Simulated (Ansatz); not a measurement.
**SiHF+ (doublet): the correlation ladder, def2-QZVPP**

The task here is to estimate one member of a computed series from the others.

Program: Ansatz 0.2.0, Gaussian basis. Level of theory: def2-QZVPP, core rule «outside noble gas», up to 6 orbitals frozen. These are calculated values, not measurements.

The runs, in order: UHF; ROHF; CCSD(T) on UHF.

2 further runs of the same task are left out: 2 set aside as unsound or not needed.

### The system

The geometry is a PBE0/def2-TZVP stationary point (not a proven minimum) of the parent state, kept for this charge and spin.

3 atoms, charge 1, spin multiplicity 2.

Atoms are counted from 1 here; the program's logs count them from 0.

Bond lengths: Si1–F2 1.606 Å, Si1–H3 1.493 Å. Angles: F2–Si1–H3 114.0°.

Set-up of the first run:

in.yaml

```yaml
crystal:
  periodic: [false, false, false]
  atoms:
    - {symbol: Si, position_ang: [0.000000, -0.099697, 0.614355]}
    - {symbol: F, position_ang: [0.000000, 0.084478, -0.981128]}
    - {symbol: H, position_ang: [0.000000, 1.185681, 1.374490]}
basis:
  gaussian: {orbitals: "def2-QZVPP.json"}
total_charge: 1
magnetization: {spin_polarized: true, initial_magnetization: 1}
hamiltonian: {xc: hf}
output: {orbitals: {seedname: orbitals}}
```

Started as:

```sh
$ ansatz run in.yaml --threads 1 --pin off --events-out ev --progress --plain --max-ram 2393MiB
```

Steps of the session up to this table: UHF; ROHF; CCSD(T) on UHF.

One of the session's tables, all rows but one given; the rest of the session is left out.

```
  method  from UCCSD(T) (kcal/mol)
    ROHF                   +236.58
     UHF                   +234.57
    UMP2                    +12.74
   UCCSD                         ?
UCCSD(T)                         0
```

Q: Estimate the row for UCCSD from the others.

As computed: from UCCSD(T) (kcal/mol): +7.81. In the column «from UCCSD(T) (kcal/mol)» it lies between UCCSD(T) (0) and UMP2 (+12.74).
